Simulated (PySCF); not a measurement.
# How well do the runs reproduce experiment for nitric acid?

**The experiment to reproduce.**

NIST CCCBDB Release 22 (SRD 101), experimental dipoles lists, for the gas: dipole moment (microwave Stark effect) 2.17 D.

The runs below try to reproduce these values; the comparison stands at the end.

Compound: nitric acid, HNO3.
Atom-mapped SMILES: `[O:1]=[N+:2]([O-:3])[OH:4]` (hydrogens: H5 on O4)

Cartesian coordinates in Å at the GFN2-xTB level; atoms count from 1:
```
atom  x, y, z in Å
O1    -0.392    0.937   -0.800
N2    -0.444   -0.039   -0.129
O3    -1.339   -0.771    0.081
O4     0.739   -0.380    0.518
H5     1.445    0.257    0.313
```

The PySCF runs (gas phase, on this GFN2-xTB geometry; no spin–orbit coupling):

```tsv
level	job	basis functions	wall time
PBE0/pcSseg-1	shieldings, charges and field gradients, density and orbital grids written	73	8.7 s
B3LYP/pcJ-1	spin–spin couplings from 5 perturbed nuclei	118	7.1 s
```

Hardware: one thread of an x86-64 server, on a shared host.

**Comparison with experiment**

**Dipole moment.** Measured: 2.17 D (NIST CCCBDB Release 22 (SRD 101), experimental dipoles).

| level | computed (D) | computed − measured (D) | % (from the printed values) |
| --- | --- | --- | --- |
| PBE0/pcSseg-1 | 2.50 | +0.33 | +15 |
| B3LYP/pcJ-1 | 2.51 | +0.34 | +16 |

Closest is PBE0/pcSseg-1 (+0.33 D), furthest B3LYP/pcJ-1 (+0.34 D); one molecule doesn't rank methods. The computed dipoles belong to one fixed geometry; measured ones are averaged over vibrations unless marked μe. Magnitudes are compared, not signs.

The geometry is computed, not the measured one. Where a level misses, the cause wasn't examined.
